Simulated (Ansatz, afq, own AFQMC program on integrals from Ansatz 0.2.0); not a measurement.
BH3 + BH2, doublet: a scan with AFQMC

```xyz
7

B    -1.3317    0.0000    0.0000
H    -1.9284    1.0336    0.0000
H    -1.9284   -1.0336    0.0000
H    -0.1382    0.0000    0.0000
B     1.3563    0.0000    0.0000
H     1.8654    0.0000    1.0770
H     1.8654    0.0000   -1.0770
```

A hydrogen atom is moved from one rigid fragment to the other; the B1–H4 distance tells how far. The two fragments are held close together, so this isn't a minimum-energy path and the start is a compressed complex. Energies in eV count from this geometry (1.194 Å) at the same level; the start stands on UHF, each point on the determinant named.

Basis cc-pVDZ. Only valence electrons are correlated. AFQMC by an in-house program on the Cholesky factors that Ansatz 0.2.0 writes for its CCSD(T) run. ph-AFQMC/CISD is guided by a CISD state made of CCSD amplitudes; releasing the constraint for a short imaginary time cuts its bias at the price of noise, slowly where states lie close. Uncertainties: one standard error, sampling alone.

```
r(B1–H4) / Å  det.     T1  weight  ⟨S²⟩  wB97M-V   B3LYP  CCSD(T)
       1.286   UHF  0.011    0.89  0.77    0.002  -0.068   -0.014
       1.333   UHF  0.011    0.89  0.77    0.074  -0.059    0.052
       1.379  UHF†  0.011    0.89  0.77    0.169  -0.027    0.153
       1.425  UHF†  0.011    0.89  0.77    0.145   0.026    0.135
```

Problem. Estimate the curve of CCSDT(Q), counted from the same start.

Solution. 
```
r(B1–H4) / Å  det.     T1  weight  ⟨S²⟩  CCSDT(Q)   ph-AFQMC/CISD  released AFQMC
       1.286   UHF  0.011    0.89  0.77    -0.016  -0.015 ± 0.003  -0.017 ± 0.003
       1.333   UHF  0.011    0.89  0.77     0.050   0.052 ± 0.004               –
       1.379  UHF†  0.011    0.89  0.77     0.151   0.149 ± 0.004   0.158 ± 0.006
       1.425  UHF†  0.011    0.89  0.77     0.133   0.138 ± 0.003   0.136 ± 0.003
```

Weight is that of the determinant in the CISD state; at the start T1 is 0.011 and the weight 0.89, and ⟨S²⟩ is 0.77. A dagger marks points whose determinant fills other symmetries than the start's, so the wave-function levels may follow another state there, or a degenerate partner. A dash marks a missing value, a released energy that hasn't settled or a functional that sits on another state. Largest departures from CCSDT(Q), at the points where its series has closed: CCSD(T) 0.002 eV at 1.379 (on UHF), ph-AFQMC/CISD 0.004 eV at 1.425 (on UHF) (within the noise), released AFQMC 0.007 eV at 1.379 (on UHF) (within the noise), wB97M-V 0.024 eV at 1.333, B3LYP -0.108 eV at 1.333. Functionals count only at points shown to share the start's state and spin. In this small basis the wave-function levels are far from their limit, so their gap to the functionals isn't the functionals' error.

A walk keeps the symmetry of its determinant, which the program's search chose and which needn't be the lowest solution, so a lower state of the same spin and another symmetry isn't excluded. Released energies are given only where the last usable release times agree within the noise; a slower fall can still hide under it.
